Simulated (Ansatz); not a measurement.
## How far each method lies from RCCSDTQ for CHN, singlet

Geometry: MP2(full)/6-31G*, from the G2/97 set.

| atom | x (Å) | y (Å) | z (Å) |
| --- | --- | --- | --- |
| C | 0.0000 | 0.0000 | 0.0357 |
| N | 0.0000 | 0.0000 | -1.1405 |
| H | 0.0000 | 0.0000 | 1.1047 |

Basis cc-pVDZ; Ansatz 0.2.0. Correlated methods freeze the noble-gas cores, which leaves 10 electrons in 31 orbitals. Prefix R: restricted or restricted open-shell reference. Active spaces: valence = (10e, 9o) chosen from the atoms' valence shells.

Full CI isn't at hand for all of this; RCCSDTQ serves as the reference, and is uncertain by about the last step of the cluster series.

- UHF ⟨S²⟩: 0.000
- T1 diagnostic (RCCSD): 0.0143
- largest doubles amplitude (RCCSD): 0.106

| level | E − E(RCCSDTQ) (kcal/mol) | share of correlation (%) | wall time |
| --- | --- | --- | --- |
| RHF | 195.30 | 0.00 | – |
| RMP2 | 13.71 | 92.98 | – |
| CISD | 22.59 | 88.43 | 0.91 s |
| RCCSD | 8.79 | 95.50 | – |
| RCCSD(T) | 0.95 | 99.51 | 0.4 s |
| BCCD(T) | 0.97 | 99.51 | 0.38 s |
| RCCSDT | 0.84 | 99.57 | – |
| CISDTQ | 1.40 | 99.28 | 12 s (H100) |
| RCCSDT(Q) | -0.15 | 100.08 | 5 s |
| CASSCF (valence space) | 98.89 | 49.36 | – |
| NEVPT2 (valence space) | 18.81 | 90.37 | 2.7 s |
| MRCISD (valence space) | 4.57 | 97.66 | – |
| MRCISD+Q (valence space) | 0.04 | 99.98 | 11 s |

The correlation energy at RCCSDTQ, counted from RHF, is -8.469 eV. That run took 12 s on 2 threads of AMD EPYC 7R13 with a shared H100 80 GB, shared host.

Times hold each run's SCF and search for its determinant on a shared host, so for small cases they say little of a method's own cost; rows without a card ran on 1 thread of AMD EPYC 7R13.

Natural occupations of CASSCF (valence space) about the gap: 1.993 1.980 1.978 1.934 1.934 0.070 0.070 0.027 0.013; effectively unpaired electrons, Σ n²(2−n)², 0.08.

Atomization energy (electronic, same basis, no zero-point term; atoms at the same level, unrestricted beside the R rows where the molecule is a closed shell, with restricted open-shell steps beyond CCSDT(Q)) at RCCSDTQ: 1187.5 kJ/mol. Errors of other levels:

```csv
level,error (kJ/mol)
RHF,-392.6
RMP2,45.6
CISD,-85.9
RCCSD,-31.4
RCCSD(T),-2.7
BCCD(T),-2.5
RCCSDT,-3.4
CISDTQ,-5.4
RCCSDT(Q),0.6
CASSCF (valence space),-20.1
NEVPT2 (valence space),7.4
MRCISD (valence space),-12.9
MRCISD+Q (valence space),-5.8
```

This basis is far from its limit, so the value isn't to be set against a measured one. Truncated CI isn't size-consistent, which counts against it in atomization.
